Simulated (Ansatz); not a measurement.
**Property card for CaGe2Pd2**

The calculation used DFT r2SCAN, scalar-relativistic, plane waves, PAW in Ansatz.

Settings: cutoff 500 eV, Γ-centred mesh 12×12×12 on the computed 5-atom cell, Gaussian smearing of 0.10 eV; no spin polarisation.

The structure is relaxed at this level of theory with its symmetry kept. Whether it is the stable form of this composition wasn't checked.

```
Ca Ge Pd
1.0
    -2.15027    2.15027    5.07042
     2.15027   -2.15027    5.07042
     2.15027    2.15027   -5.07042
Ca Ge Pd
1 2 2
Direct
  0.00000 0.00000 0.00000
  0.37611 0.37611 0.00000
  0.62389 0.62389 0.00000
  0.75000 0.25000 0.50000
  0.25000 0.75000 0.50000
```

- Space group: I4/mmm (No. 139)
- Volume per atom: 18.76 Å³
- Formation energy from the elements' standard states (uncorrected): -0.731 eV/atom
- Generalised Kohn–Sham band gap: none (metal)
- Density of states at the Fermi level: 2.53 states/eV per cell
- Löwdin character within 0.5 eV of the Fermi level: Ge 4p 51 %, Pd 4d 29 %, unprojected 14 %
- Bulk modulus: 94 GPa
- Its pressure derivative: 4.8
- Bader charges (e): Ca (1 in the cell) 1.45, Ge (2 in the cell) -0.13, Pd (2 in the cell) -0.59

Cost: 8 runs of about 82 core-minutes in all, on AMD EPYC (Zen 3) (shared hosts).